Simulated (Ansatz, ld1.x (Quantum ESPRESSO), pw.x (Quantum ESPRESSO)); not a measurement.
# W (Z = 74): one change to the TM potential, in the atom and in the sc crystal

ld1.x (Quantum ESPRESSO) 7.5 input, shortened:

```
&input
   title='W', zed=74., rel=1, dft='PW', iswitch=3,
   config='[Xe] 4f14 5d4 6s2 6p0'
 /
 &inputp
   pseudotype=2, tm=.true., lloc=0,
   nlcc=.false.
 /
3
6P  2  1   0.00   0.00  3.65  3.65  0.0
5D  3  2   4.00   0.00  2.15  2.15  0.0
6S  1  0   2.00   0.00  2.30  2.30  0.0
 &test
   configts(1)='5d4 6s2 6p0'
 /
```

Change: all radii scaled by about 0.80 (s 1.84, p 2.92, d 1.72 bohr).

Cutoffs, loose and tight: the cutoffs (Ry, on a coarse ladder) from which the occupation-weighted sum of valence levels, in a spherical-Bessel basis at the reference potential, stays within 10 and 1 mRy of its value at 400 Ry. They do not see the model core or the augmentation charge, which bear on the density cutoff. Test errors are all-electron minus pseudo excitation energies from the reference, over the configurations 5d4 6s1 6p0; 5d4 6s0 6p0; 5d3 6s0 6p0; 5d4.5 6s1.5 6p0; 5d4 6s0 6p1; 5d4 6s1 6p1; 5d3 6s2 6p0 (two spin-polarised tests are not counted in the largest error); variants that change the core or the reference have their own tests.

Crystal test: sc W in pw.x 7.5, no spin, 13³ k-points, Fermi–Dirac smearing 0.01 Ry, cutoffs set for each file from its atomic test. The reference is all-electron LAPW (Ansatz 0.2.0) with the same functional, mesh and smearing; V0 and B0 come from Birch–Murnaghan fits to the pressures at five volumes. Errors are pseudo minus all-electron; Δ is the rms difference of the E(V) curves that follow from these fits, minima aligned, over ±6 % about the mean V0. Mesh and smearing are coarse, so the numbers serve the comparison and aren't converged zero-temperature values; the lattice is a test structure that the element need not adopt.

All-electron: a0 = 2.590 Å (V0 = 17.36 Å³/atom), B0 = 240.5 GPa.

Question: Does the change bring the crystal closer to the all-electron result?

Answer: The mean pressure error goes from +0.53 to -4.73 GPa, so the change moves the solid further from the all-electron pressures. The B0 error goes the other way, from -2.7 to -1.2 %.

```
                       quantity       base    changed
                 outcome (atom)  generated  generated
           cutoff, loose (atom)      30 Ry      35 Ry
           cutoff, tight (atom)      35 Ry      90 Ry
            bound ghosts (atom)       none       none
largest test error (meV) (atom)        +48       +118
           cutoffs in pw.x (Ry)     45/180    110/440
                         a0 (Å)      2.591      2.571
                   a0 error (%)      +0.07      -0.71
                   B0 error (%)       -2.7       -1.2
                   Δ (meV/atom)        2.0       19.5
      mean pressure error (GPa)      +0.53      -4.73
```

Base: The largest radius (3.65 bohr) exceeds half the bond length (2.45 bohr), so the spheres overlap, which is one possible source of error among others. Changed file: The largest radius (2.92 bohr) exceeds half the bond length (2.45 bohr), so the spheres overlap, which is one possible source of error among others. This is a poor potential for the solid. The logarithmic derivative shows an extra or strongly shifted pseudo pole above the reference energy (s near 1.27 Ry). The atomic cutoffs weigh occupied waves only.
